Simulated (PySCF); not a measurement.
carbonyl sulfide anion (COS), SMILES O=C=S (connectivity only; charge and spin as stated), charge -1, multiplicity 2. Geometry: PBE-D3(BJ)/def2-TZVPD. The spin state was assumed, not searched.

The numbers are results of PBE-D3(BJ)/def2-TZVPD (PySCF 2.14.0), not measurements.

Harmonic wavenumbers (cm⁻¹): 466, 693, 1631. Rotational constants (GHz): 214.5, 5.997, 5.834; symmetry number 1.

**Question.** Work out the zero-point energy and the ideal-gas rigid-rotor harmonic-oscillator thermochemistry at 298.15 K and 1 atm.

**Answer.** ZPE = ½ Σ hcν = ½ × 2791 cm⁻¹ = 16.69 kJ/mol. H − E(el) = 27.58 kJ/mol. Entropy in J/(mol K): translation 159.82, rotation 89.07, vibration 4.47, spin 5.76, total 259.13. G − E(el) = -49.68 kJ/mol. Cp = 42.52 J/(mol K).
